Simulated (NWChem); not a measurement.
Program: NWChem. System: pyrrole (C4H5N), charge 0, spin multiplicity 1, at a geometry optimised with PBE0/def2-SVP. Level: RHF/def2-TZVP.

NWChem printed:

```
             Northwest Computational Chemistry Package (NWChem) 7.3.0
             --------------------------------------------------------

                                NWChem Input Module
                                -------------------

 Scaling coordinates for geometry "geometry" by  1.889725989
 (inverse scale =  0.529177249)

 Turning off AUTOSYM since
 SYMMETRY directive was detected!

                             Geometry "geometry" -> ""
                             -------------------------

 Output coordinates in angstroms (scale by  1.889725989 to convert to a.u.)

  No.       Tag          Charge          X              Y              Z
 ---- ---------------- ---------- -------------- -------------- --------------
    1 C                    6.0000    -0.71077600     0.00000000     0.98287900
    2 C                    6.0000     0.71077600     0.00000000     0.98287900
    3 C                    6.0000     1.11920900     0.00000000    -0.33423400
    4 N                    7.0000     0.00000000     0.00000000    -1.11717300
    5 C                    6.0000    -1.11920900     0.00000000    -0.33423400
    6 H                    1.0000    -1.36524900     0.00000000     1.85248900
    7 H                    1.0000     1.36524900     0.00000000     1.85248900
    8 H                    1.0000     2.11556100     0.00000000    -0.77079200
    9 H                    1.0000     0.00000000     0.00000000    -2.12692500
   10 H                    1.0000    -2.11556100     0.00000000    -0.77079200

 Effective nuclear repulsion energy (a.u.)     161.0200358869

            Nuclear Dipole moment (a.u.)
            ----------------------------
        X                 Y               Z
 ---------------- ---------------- ----------------
     0.0000000000     0.0000000000    -0.0000037795

      Symmetry information
      --------------------

 Group name             C2v
 Group number             16
 Group order               4
 No. of unique centers     6

      Symmetry unique atoms

     1    3    4    6    8    9


 Summary of "ao basis" -> "" (spherical)
 ------------------------------------------------------------------------------
       Tag                 Description            Shells   Functions and Types
 ---------------- ------------------------------  ------  ---------------------
 *                         def2-tzvp                  on all atoms

 Summary of "ao basis" -> "ao basis" (spherical)
[...]
 Vector   18  Occ=2.000000D+00  E=-2.960143D-01  Symmetry=a2
              MO Center=  1.9D-15,  4.4D-16,  2.9D-02, r^2= 2.7D+00
   Bfn.  Coefficient  Atom+Function         Bfn.  Coefficient  Atom+Function
  ----- ------------  ---------------      ----- ------------  ---------------
    69      0.243926   3 C  py               72      0.243426   3 C  py
   131     -0.243926   5 C  py              134     -0.243426   5 C  py
    75      0.202561   3 C  py              137     -0.202561   5 C  py

 Vector   19  Occ=0.000000D+00  E= 1.335854D-01  Symmetry=a1
              MO Center= -4.1D-12, -1.4D-16, -2.4D+00, r^2= 4.7D+00
   Bfn.  Coefficient  Atom+Function         Bfn.  Coefficient  Atom+Function
  ----- ------------  ---------------      ----- ------------  ---------------
   176      2.161864   9 H  s                98     -1.959611   4 N  s
   170      1.011020   8 H  s               182      1.011020  10 H  s
   107      0.881372   4 N  pz               74     -0.654867   3 C  px
   136      0.654867   5 C  px               67     -0.427750   3 C  s
   129     -0.427750   5 C  s                97      0.395324   4 N  s

 Vector   20  Occ=0.000000D+00  E= 1.707303D-01  Symmetry=b2
              MO Center= -1.2D-14,  1.3D-14, -1.4D-01, r^2= 4.2D+00
   Bfn.  Coefficient  Atom+Function         Bfn.  Coefficient  Atom+Function
  ----- ------------  ---------------      ----- ------------  ---------------
    75      0.788260   3 C  py              137      0.788260   5 C  py
   106     -0.678276   4 N  py               13     -0.406727   1 C  py
    44     -0.406727   2 C  py              100     -0.216766   4 N  py
    69      0.199364   3 C  py              131      0.199364   5 C  py
    72      0.180234   3 C  py              134      0.180234   5 C  py

 Vector   21  Occ=0.000000D+00  E= 1.854925D-01  Symmetry=a1
              MO Center= -2.6D-12,  2.6D-16,  9.3D-01, r^2= 1.1D+01
   Bfn.  Coefficient  Atom+Function         Bfn.  Coefficient  Atom+Function
  ----- ------------  ---------------      ----- ------------  ---------------
   158      2.220213   6 H  s               164      2.220213   7 H  s
     5     -1.925808   1 C  s                36     -1.925808   2 C  s
   170      1.421576   8 H  s               182      1.421576  10 H  s
    98      1.003041   4 N  s               176     -0.917643   9 H  s
    12      0.809037   1 C  px               43     -0.809037   2 C  px

 center of mass
 --------------
 x =   0.00000000 y =   0.00000000 z =  -0.00111670

 moments of inertia (a.u.)
 ------------------
         200.040573607934           0.000000000000           0.000000000000
           0.000000000000         396.328305109815           0.000000000000
           0.000000000000           0.000000000000         196.287731501881

  Mulliken analysis of the total density
  --------------------------------------

    Atom       Charge   Shell Charges
 -----------   ------   -------------------------------------------------------
    1 C    6     6.18   0.85  1.12  0.49  0.56  0.08  1.25  1.36  0.36  0.02  0.07  0.01
    2 C    6     6.18   0.85  1.12  0.49  0.56  0.08  1.25  1.36  0.36  0.02  0.07  0.01
    3 C    6     6.06   0.85  1.12  0.50  0.55  0.10  1.23  1.21  0.36  0.03  0.08  0.01
    4 N    7     7.32   0.82  1.16  0.50  0.84  0.10  1.53  1.80  0.49  0.01  0.07  0.01
    5 C    6     6.06   0.85  1.12  0.50  0.55  0.10  1.23  1.21  0.36  0.03  0.08  0.01
    6 H    1     0.87   0.26  0.50  0.09  0.02
    7 H    1     0.87   0.26  0.50  0.09  0.02
    8 H    1     0.86   0.26  0.49  0.08  0.02
    9 H    1     0.75   0.26  0.41  0.05  0.04
   10 H    1     0.86   0.26  0.49  0.08  0.02

       Multipole analysis of the density wrt the origin
       ------------------------------------------------

     L   x y z        total         open         nuclear
     -   - - -        -----         ----         -------
     0   0 0 0     -0.000000      0.000000     36.000000

     1   1 0 0     -0.000000      0.000000      0.000000
     1   0 1 0     -0.000000      0.000000      0.000000
     1   0 0 1     -0.772498      0.000000     -0.000004

     2   2 0 0    -19.952324      0.000000    120.605491
     2   1 1 0      0.000000      0.000000      0.000000
     2   1 0 1      0.000000      0.000000      0.000000
     2   0 2 0    -25.864259      0.000000      0.000000
     2   0 1 1     -0.000000      0.000000      0.000000
     2   0 0 2    -17.517066      0.000000    122.291712

 Task  times  cpu:        8.5s     wall:        8.5s

 Total times  cpu:        8.5s     wall:        8.5s
```

**Question.** Write an NWChem input that would produce this output.

**Answer.** This is not unique; one that fits is 
```
start mol
memory heap 200 mb stack 900 mb global 1100 mb
geometry units angstroms nocenter noautoz
  C     -0.710776     0.000000     0.982879
  C      0.710776     0.000000     0.982879
  C      1.119209     0.000000    -0.334234
  N      0.000000     0.000000    -1.117173
  C     -1.119209     0.000000    -0.334234
  H     -1.365249     0.000000     1.852489
  H      1.365249     0.000000     1.852489
  H      2.115561     0.000000    -0.770792
  H      0.000000     0.000000    -2.126925
  H     -2.115561     0.000000    -0.770792
  symmetry group C2v
end
basis spherical
  * library def2-tzvp
end
scf
  rhf
  nopen 0
  maxiter 100
  thresh 1e-7
  semidirect memsize 60000000 filesize 0
end
task scf energy
```
